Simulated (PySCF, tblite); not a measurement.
Species: C3H2ClPS.
Structure used (GFN2-xTB), in Å, numbered top down from 1:
```xyz
8
C3H2ClPS angstrom
Cl     3.153    0.018   -0.021
C      1.439   -0.055   -0.002
P      0.555   -1.510    0.225
C     -0.990   -0.660    0.103
C     -0.969    0.675   -0.101
S      0.569    1.427   -0.224
H     -1.919   -1.199    0.189
H     -1.829    1.314   -0.194
```

Computed with CAM-B3LYP/def2-SVPD in PySCF (dipole) on a GFN2-xTB geometry, gas phase.

Take the most abundant isotopes and a rigid rotor. 

Q: What are A, B and C (MHz)?

A: Ia = 153.14, Ib = 287.24, Ic = 440.39 u·Å²; 505379 MHz·u·Å²/I gives A = 3300, B = 1759, C = 1148 MHz.

Q: Classify the top.

A: An asymmetric top. Ray's parameter κ = (2B − A − C)/(A − C) = -0.432; −1 is the prolate and +1 the oblate limit.

Q: Is it planar, by Δ = Ic − Ia − Ib?

A: Planar: Δ = Ic − Ia − Ib = 0.00 u·Å². For a rigid frame Δ = −2 Σ m c², so it vanishes when all atoms lie in the ab plane; here none is more than 0.01 Å from it.

Q: Predict some low-J microwave lines.

A: The dipole components are |μa| = 2.04 D, |μb| = 0.89 D, |μc| = 0.00 D; the mirror of this Cs structure is the ab plane, so μc vanishes by symmetry and there are no c-type lines. The squared components, which scale the intensities, stand as 1.00 : 0.19 (a : b). Some lines, for components of 0.1 D or more:

| type | branch | J(Ka,Kc) | MHz | lower level (cm⁻¹) |
| --- | --- | --- | --- | --- |
| b | R | 2(0,2) ← 1(1,1) | 4124 | 0.148 |
| b | R | 1(1,1) ← 0(0,0) | 4448 | 0.000 |
| b | Q | 2(2,0) ← 2(1,1) | 4771 | 0.383 |
| a | R | 2(1,2) ← 1(1,1) | 5202 | 0.148 |
| b | Q | 4(1,3) ← 4(0,4) | 6264 | 0.908 |
| b | R | 3(0,3) ← 2(1,2) | 7097 | 0.322 |
| b | Q | 3(2,2) ← 3(1,3) | 7459 | 0.579 |
| a | R | 4(3,2) ← 3(3,1) | 11869 | 1.139 |
| a | R | 4(1,3) ← 3(1,2) | 12476 | 0.701 |
| b | Q | 4(4,1) ← 4(3,2) | 12719 | 1.535 |
| b | R | 3(3,0) ← 2(2,1) | 18061 | 0.537 |
| b | R | 4(3,2) ← 3(2,1) | 20491 | 0.851 |
| b | R | 4(2,2) ← 3(1,3) | 20808 | 0.579 |

Q: Estimate the classical rotational partition function at 50 K, 200 K and 500 K.

A: Point group Cs, symmetry number σ = 1; q = (√π/σ)·√((kT/h)³/(ABC)), k/h = 20836.6 MHz/K: 23100 at 50 K, 185000 at 200 K, 730000 at 500 K.

Its GFN2-xTB frequencies are all real (lowest 162 cm⁻¹). Constants of a rigid frame at the computed geometry: no zero-point averaging, no centrifugal distortion. Quadrupole hyperfine structure (35Cl) is left out.
